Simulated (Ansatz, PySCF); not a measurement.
SiH2, SMILES [SiH2] (connectivity only; charge and spin as stated), neutral, multiplicity 1.

Geometry: PBE-D3(BJ)/def2-TZVPD. The isomer is the one that the SMILES or the coordinates give; other isomers of the formula were not compared.

Vertical ionisation energy (IE) and electron affinity (EA) in eV. Rows of orbital energies are one-electron estimates. Where ΔSCF, EOM or ADC give a negative EA the extra electron is unbound and the value depends on the basis.

```csv
level,IE,EA
"−ε(HOMO), −ε(LUMO), B3LYP/def2-TZVPD (PySCF)",6.75,3.32
"−ε(HOMO), −ε(LUMO), PBE0/def2-TZVPD (PySCF)",6.92,3.12
"−ε(HOMO), −ε(LUMO), PBE/def2-TZVPD (PySCF)",5.88,4.04
EOM-CCSD/aug-cc-pVDZ (PySCF),9.43,0.94
ADC(2)/aug-cc-pVDZ (PySCF),9.19,1.00
"ΔSCF, ωB97X-V/def2-TZVPD (Ansatz), final states of multiplicity 2 and 2",9.46,0.93
"ΔSCF, PBE/def2-TZVPD (Ansatz), final states of multiplicity 2 and 2",9.39,1.11
```

What vertical singlet–triplet gap does ΔSCF give with ωB97X-V/def2-TZVPD (Ansatz, an electronic-structure program) and with PBE/def2-TZVPD (Ansatz)? (The exact figures need the calculation; the answer reports its results.)

1.37 and 1.11 eV (triplet above singlet where positive).

Beyond the first one, list the lowest photoelectron lines from PySCF 2.14.0 with ADC(2)/aug-cc-pVDZ with their pole strengths (two spins summed). (An estimate is asked for; the answer gives what the named calculation found.)

11.83 eV (1.86), 17.20 eV (1.75).
